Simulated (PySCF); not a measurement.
**PH, triplet: vertical spin and charge gaps**

Geometry (PBE0/def2-TZVP stationary point for this spin):

```json
{"atom": "P", "x (Å)": "0.0000", "y (Å)": "0.0000", "z (Å)": "0.0000"}
{"atom": "H", "x (Å)": "0.0000", "y (Å)": "0.0000", "z (Å)": "1.4282"}
```

Basis aug-cc-pVDZ; PySCF 2.14.0. Correlated methods freeze the noble-gas cores. Prefix R: restricted or restricted open-shell reference; prefix U: unrestricted.

Gaps are energies of the second state less the first, at fixed atoms, for a selection of the levels run; mean-field and cluster levels share one orbital occupation for each state, and full CI takes the lowest of the symmetries tried.

The highest occupied Kohn–Sham level of the anion is positive, up to +1.75 eV, so in those functionals the extra electron is held by the basis alone, which enters their differences from the reference.

Quintet less triplet: 6.762 eV at RCCSDT.

```json
{"level": "RHF", "gap (eV)": "6.109", "error (meV)": "-653"}
{"level": "UHF", "gap (eV)": "6.209", "error (meV)": "-553"}
{"level": "RMP2", "gap (eV)": "6.656", "error (meV)": "-106"}
{"level": "UMP2", "gap (eV)": "6.661", "error (meV)": "-101"}
{"level": "RCCSD", "gap (eV)": "6.747", "error (meV)": "-15"}
{"level": "UCCSD", "gap (eV)": "6.751", "error (meV)": "-11"}
{"level": "RCCSD(T)", "gap (eV)": "6.760", "error (meV)": "-2"}
{"level": "UCCSD(T)", "gap (eV)": "6.761", "error (meV)": "-1"}
{"level": "UCCSDT", "gap (eV)": "6.762", "error (meV)": "0"}
{"level": "PBE", "gap (eV)": "6.702", "error (meV)": "-60"}
{"level": "r2SCAN", "gap (eV)": "6.675", "error (meV)": "-87"}
{"level": "PBE0", "gap (eV)": "6.761", "error (meV)": "-1"}
{"level": "B3LYP", "gap (eV)": "6.986", "error (meV)": "224"}
{"level": "wB97M-V", "gap (eV)": "6.999", "error (meV)": "237"}
{"level": "HSE06", "gap (eV)": "6.758", "error (meV)": "-4"}
{"level": "B2PLYP", "gap (eV)": "6.936", "error (meV)": "174"}
```

Adding an electron, to the doublet: -0.716 eV at RCCSDT.

| level | gap (eV) | error (meV) |
| --- | --- | --- |
| UHF | 0.179 | 895 |
| RMP2 | -0.672 | 44 |
| UMP2 | -0.680 | 36 |
| RCCSD | -0.651 | 65 |
| UCCSD | -0.650 | 66 |
| UCCSDT | -0.715 | 1 |
| r2SCAN | -0.957 | -241 |
| PBE0 | -0.942 | -226 |
| B3LYP | -1.079 | -363 |
| wB97M-V | -1.034 | -318 |

Wrong sign: UHF.

Question: PBE gives 10.260 eV for removing an electron, to the doublet. Estimate what RCCSDT gives in aug-cc-pVDZ.

Answer: RCCSDT in aug-cc-pVDZ gives 10.013 eV, so against it PBE is off by 0.247 eV, of which a good part can be the reference's own basis and frozen-core error.

```csv
level,gap (eV),error (meV)
RHF,9.641,-372
UHF,9.684,-329
RMP2,10.077,64
UMP2,10.059,46
RCCSD,9.992,-21
UCCSD,9.993,-20
RCCSD(T),10.012,-1
UCCSD(T),10.012,-1
UCCSDT,10.014,1
r2SCAN,10.449,436
PBE0,10.304,291
B3LYP,10.193,180
wB97M-V,10.009,-4
B2PLYP,10.077,64
```

Removing an electron, to the quartet: 11.554 eV at RCCSDT.

```
   level  gap (eV)  error (meV)
     RHF    10.542        -1012
     UHF    10.680         -874
    RMP2    11.447         -107
    UMP2    11.420         -134
   RCCSD    11.530          -24
   UCCSD    11.533          -21
RCCSD(T)    11.552           -2
UCCSD(T)    11.553           -1
  UCCSDT    11.554            0
     PBE    11.821          267
  r2SCAN    11.756          202
    PBE0    11.824          270
   B3LYP    12.001          447
 wB97M-V    11.875          321
  B2PLYP    11.775          221
```

In so small a basis the reference is far from its limit while semilocal and hybrid functionals are nearer theirs (RPA and double hybrids share part of the reference's basis error), so the functionals' errors here hold much of the reference's basis and frozen-core error, which can add to them or hide them.

Full CI isn't at hand for all of this; RCCSDT serves as the reference. It lacks quadruple excitations. The frozen core follows each run's orbitals, which can shift R against U totals by a few meV.
